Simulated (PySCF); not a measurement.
Gas-phase reaction: 2 BF2 + BH3 + 2 F = 3 BHF2

Computed with PySCF (xtb for GFN2) and rigid-rotor harmonic-oscillator thermochemistry at 1 bar. Table values come from the NASA 1993 polynomials. After a fit of one offset per element over all species, the range-separated, M06-2X, PBE0/def2-QZVP and CCSD(T)/def2-TZVPP enthalpies, where run, lie to one side of the table for BF2 (+92 kJ/mol): a fault of the table's entry, another state or a shared error of the levels is possible; this was not checked at source. † marks an energy on the PBE0/def2-TZVP geometry and frequencies; other levels use their own. 6-31G* has spherical d functions here. Open shells (unrestricted): BF2 (multiplicity 2), F (multiplicity 2, electronic degeneracy 6); the rest are closed-shell singlets. GFN2 has no spin-polarisation term. Spin-orbit splitting is ignored; it lowers the true energy and changes the entropy of F. B3LYP is the form with VWN-RPA correlation. For this reaction the table lies outside the span of B3LYP, CCSD(T), M06-2X, MP2, PBE0, r2SCAN, ωB97M-V, ωB97X-V in their largest bases here; which side is off was not settled. The harmonic model lacks anharmonicity and excited electronic states, which grow with temperature; levels with a mode under 35 cm⁻¹ are left out. The table's entry may be an old estimate for BF2, BH3, BHF2 (not checked at source).

```
level               ΔH°(298 K), kJ  minus table  ΔG°(2000 K), kJ
------------------  --------------  -----------  ---------------
table                      -1287.1            -           -723.7
B3LYP/6-31G*               -1465.3       -178.2           -903.4
BLYP/def2-TZVP†            -1439.8       -152.7           -880.0
GFN2-xTB                   -1414.7       -127.6           -864.8
HF/def2-TZVP†              -1114.9        172.2           -555.1
PBE/def2-SVP               -1510.2       -223.1           -950.1
PBE/def2-TZVP†             -1464.0       -176.9           -904.2
PBE0/def2-SVP†             -1459.9       -172.8           -900.1
PBE0/def2-TZVP             -1425.7       -138.6           -865.9
LDA/def2-TZVP†             -1664.7       -377.6          -1104.9
ωB97X-V/def2-TZVP†         -1457.8       -170.7           -898.0
```
